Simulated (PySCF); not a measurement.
# Orbital energies and ionisation energy

Species: C3H7N.
Z-matrix (Å and degrees, PBE0-D3(BJ)/def2-SVP geometry), rows numbered from 1:
```
C 
N   1  1.4393
C   2  1.4398  1  117.50
C   2  1.4397  1  117.49  3   -71.07
H   1  1.1010  2  109.71  3   156.39
H   1  1.1122  2  113.55  3    35.52
H   1  1.1010  2  109.71  3   -85.36
H   3  1.0990  2  118.09  4   105.92
H   3  1.0957  2  116.58  4  -111.64
H   4  1.0990  2  118.09  3  -105.92
H   4  1.0957  2  116.57  3   111.63
```

Level: wB97X-D/def2-SVPD (PySCF). Frontier orbitals with their largest atomic shares (Löwdin; up to four atoms above 4 %):

| orbital | ε (eV) | main atoms |
| --- | --- | --- |
| HOMO−3 | -12.38 | C4 26 %, C3 26 %, H10 12 %, H8 12 % |
| HOMO−2 | -11.29 | C4 27 %, C3 27 %, N2 20 %, C1 10 % |
| HOMO−1 | -11.04 | N2 30 %, C1 17 %, C4 14 %, C3 14 % |
| HOMO | -8.64 | ? |
| LUMO | 2.55 | C1 21 %, C3 15 %, C4 15 %, H6 8 % |
| LUMO+1 | 3.17 | C3 18 %, C4 18 %, H9 14 %, H11 14 % |
| LUMO+2 | 3.27 | C1 23 %, H7 10 %, H5 10 %, H11 10 % |

What vertical ionisation energy does ΔSCF give, and how far is −ε(HOMO) from it?

ΔSCF: 9.04 eV (872 kJ/mol; threshold wavelength 137 nm); ⟨S²⟩ of the doublet left behind is 0.754, against 0.75 for a pure doublet. −ε(HOMO) is 8.64 eV, 0.40 eV below it. In exact Kohn–Sham theory the two would be equal; wB97X-D (range-separated hybrid) falls short of its own ΔSCF value by 4 %. Holes in the HOMO−1 and HOMO−2 were tried too where these lie within 1.2 eV of the HOMO; the lowest converged state counts.

On which atoms does the HOMO lie?

N2 (tertiary amine nitrogen) 55 %, C3 (sp3 carbon bound to nitrogen) 11 %, C4 (sp3 carbon bound to nitrogen) 11 %, C1 (N-methyl carbon) 9 %. The HOMO−1 lies 2.40 eV lower.

What total energies stand behind the ΔSCF value?

E(N) = -173.05834 Eh and E(N − 1) = -172.72621 Eh at the same geometry, 0.33213 Eh apart.

What kinetic energy would electrons from this vertical process carry with 118.2 nm light (10.49 eV)?

10.49 − 9.04 = 1.45 eV.

With α = 44.8 au, estimate the like-pair dispersion coefficient by London's formula C6 = (3/4)α²I.

I = 0.3321 Eh, so C6 ≈ 500 au, a rough estimate.

Shift the occupied levels rigidly so that −ε(HOMO) equals the ΔSCF value. What binding energies result?

The shift is +0.40 eV: HOMO 9.04, HOMO−1 11.44, HOMO−2 11.69, HOMO−3 12.78 eV. A rigid shift is only a rough guide to the deeper ionisations.

Geometry: PBE0-D3(BJ)/def2-SVP; no solvent, vibrations or thermal averaging.

Note: wB97X-D ran without an empirical dispersion term, which enters the total energy and its gradient alone.
